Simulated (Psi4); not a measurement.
# CH5AlF− (SMILES F[CH2][AlH3-]) at wB97X-V/6-311+G(d,p)

Aim: the energy change on altering one bond length of CH5AlF− at wB97X-V/6-311+G**, from 2 runs. 

The results are computed with Psi4 1.11.

2 further runs of the same task are left out: 1 that didn't finish, 1 set aside as unsound or not needed.

## 1. The system as given

CH5AlF− has 8 atoms, charge -1, and is taken as a singlet. SMILES: `F[CH2][AlH3-]`. Geometry: a GFN2-xTB relaxation, a rough one for these elements and not checked as a minimum.

Bond lengths: F1–C2 1.418 Å, C2–Al3 2.073 Å, C2–H4 1.108 Å, C2–H5 1.108 Å, Al3–H6 1.605 Å, Al3–H7 1.621 Å, Al3–H8 1.605 Å. Some angles: F1–C2–Al3 126.1°, F1–C2–H4 103.6°, F1–C2–H5 103.6°, Al3–C2–H4 108.5°, Al3–C2–H5 108.8°, C2–Al3–H6 111.6°, C2–Al3–H7 99.2°, C2–Al3–H8 111.4°, H4–C2–H5 104.2°, H6–Al3–H7 111.4°.

## 2. A single-point energy at wB97X-V/6-311+G(d,p)

input.in reads:

```
memory 1600 MB

molecule mol {
  -1 1
  F     -1.338990     1.360100    -1.094240
  C     -0.580710     0.193470    -0.820250
  Al     0.577840    -0.143880     0.865850
  H      0.062250     0.084280    -1.716300
  H     -1.320360    -0.626150    -0.914260
  H     -0.315250    -0.170740     2.199610
  H      1.142260    -1.618890     0.501480
  H      1.772960     0.921800     0.978110
  symmetry c1
}

set {
  basis                6-311+G**
  puream               true
  e_convergence        1e-09
  d_convergence        1e-08
  scf_type             pk
  dft_radial_points    99
  dft_spherical_points 590
}

e = energy("wb97x-v")
```

The run is started by

```
$ psi4 -n 1 input.in input.out
```

input.out:

```text
[...]
  Running in c1 symmetry.
[...]
  Nuclear repulsion =   97.087999530340966
[...]
  Multiplicity = 1
[...]
  Nalpha       = 17
  Nbeta        = 17
[...]
    Number of basis functions: 104
[...]
   @RKS iter   1:  -383.24502245782440   -8.81024e-01   4.62803e-03 ADIIS/DIIS
[...]
   @RKS iter  11:  -383.36303976277918   -3.75167e-11   7.04233e-09 DIIS
[...]
    Orbital Energies [Eh]
    ---------------------
    Doubly Occupied:
       1A    -55.805043     2A    -24.556249     3A    -10.129098
       4A     -3.997097     5A     -2.541759     6A     -2.541416
       7A     -2.541258     8A     -1.129411     9A     -0.616154
      10A     -0.407892    11A     -0.402730    12A     -0.377952
      13A     -0.312262    14A     -0.267675    15A     -0.191256
      16A     -0.188814    17A     -0.172653
[...]
  @RKS Final Energy:  -383.36303976277918
   => Energetics <=
    Nuclear Repulsion Energy =             97.0879995303409657
    One-Electron Energy =                -730.8811059154025997
    Two-Electron Energy =                 276.5920178437460208
    DFT Exchange-Correlation Energy =     -26.3010450500952970
    Empirical Dispersion Energy =           0.0000000000000000
    VV10 Nonlocal Energy =                  0.1390938286316845
    Total Energy =                       -383.3630397627791808
[...]
 Multipole Moments:
 ------------------------------------------------------------------------------------
     Multipole            Electronic (a.u.)      Nuclear  (a.u.)        Total (a.u.)
 ------------------------------------------------------------------------------------
 L = 1.  Multiply by 2.5417464519 to convert [e a0] to [Debye]
 Dipole X            :         -3.5802125            2.6763345           -0.9038780
 Dipole Y            :          3.8119030           -3.4928088            0.3190942
 Dipole Z            :         -2.7454491            1.4900016           -1.2554475
 Magnitude           :                                                    1.5795458
[...]
```

Run time: 3.3 min. Hardware: 1 thread of Intel Xeon Platinum 8259CL at 2.50GHz (Skylake/Cascade Lake), shared host; peak memory 0.8 GiB.

## 3. The distorted shape at the same level

job.dat reads:

```
memory 1600 mb

molecule {
  -1 1
  F     -1.452707     1.535056    -1.135330
  C     -0.580710     0.193470    -0.820250
  Al     0.577840    -0.143880     0.865850
  H      0.062250     0.084280    -1.716300
  H     -1.320360    -0.626150    -0.914260
  H     -0.315250    -0.170740     2.199610
  H      1.142260    -1.618890     0.501480
  H      1.772960     0.921800     0.978110
  symmetry c1
  no_reorient
  no_com
}

set globals {
  puream               true
  e_convergence        1e-09
  d_convergence        1e-08
  scf_type             pk
  dft_radial_points    99
  dft_spherical_points 590
}

energy('wb97x-v/6-311+G**')
print_variables()
```

The run is started by

```
$ psi4 -i job.dat -o job.out -n 1
```

job.out:

```text
[...]
  Running in c1 symmetry.
[...]
  Nuclear repulsion =   92.829683702595190
[...]
  Multiplicity = 1
[...]
  Nalpha       = 17
  Nbeta        = 17
[...]
    Number of basis functions: 104
[...]
   @RKS iter   1:  -383.24028871385906   -1.10562e+00   4.48315e-03 ADIIS/DIIS
[...]
   @RKS iter  12:  -383.35123340521835   -5.62750e-12   3.30129e-09 DIIS
[...]
    Orbital Energies [Eh]
    ---------------------
    Doubly Occupied:
       1A    -55.815153     2A    -24.537715     3A    -10.149224
       4A     -4.006963     5A     -2.551857     6A     -2.551246
       7A     -2.550947     8A     -1.068747     9A     -0.623266
      10A     -0.372332    11A     -0.365137    12A     -0.352680
      13A     -0.306982    14A     -0.279708    15A     -0.199130
      16A     -0.194545    17A     -0.194452
[...]
  @RKS Final Energy:  -383.35123340521835
   => Energetics <=
    Nuclear Repulsion Energy =             92.8296837025951902
    One-Electron Energy =                -722.4944558844381390
    Two-Electron Energy =                 272.4167982620384123
    DFT Exchange-Correlation Energy =     -26.2427087826859093
    Empirical Dispersion Energy =           0.0000000000000000
    VV10 Nonlocal Energy =                  0.1394492972721192
    Total Energy =                       -383.3512334052183519
[...]
 Multipole Moments:
 ------------------------------------------------------------------------------------
     Multipole            Electronic (a.u.)      Nuclear  (a.u.)        Total (a.u.)
 ------------------------------------------------------------------------------------
 L = 1.  Multiply by 2.5417464519 to convert [e a0] to [Debye]
 Dipole X            :         14.4216737          -14.5600431           -0.1383694
 Dipole Y            :        -22.8870630           22.1025845           -0.7844785
 Dipole Z            :          4.4366490           -5.3569578           -0.9203088
 Magnitude           :                                                    1.2171775
[...]
```

It took 3.5 min on 1 thread of Intel Xeon Platinum 8259CL at 2.50GHz (Skylake/Cascade Lake), shared host; peak memory 0.8 GiB.

## 4. Summary of results

Level: wB97X-V/6-311+G**.

| quantity | value |
| --- | --- |
| first shape: total energy | -383.36304 Eh |
| first shape: HOMO energy | -4.70 eV |
| first shape: LUMO energy | 4.83 eV |
| first shape: HOMO–LUMO gap (to an unbound level, set by the basis) | 9.53 eV |
| distorted shape: total energy | -383.35123 Eh |
| distorted shape: HOMO energy | -5.29 eV |
| distorted shape: LUMO energy | 4.76 eV |
| distorted shape: HOMO–LUMO gap (to an unbound level, set by the basis) | 10.06 eV |
| energy change with the F1–C2 bond stretched from 1.418 to 1.631 Å | 0.321 eV |

With the F1–C2 bond stretched from 1.418 to 1.631 Å the energy rises by 0.32 eV (7.4 kcal/mol). The first shape isn't relaxed at this level, so the change isn't measured from a minimum.
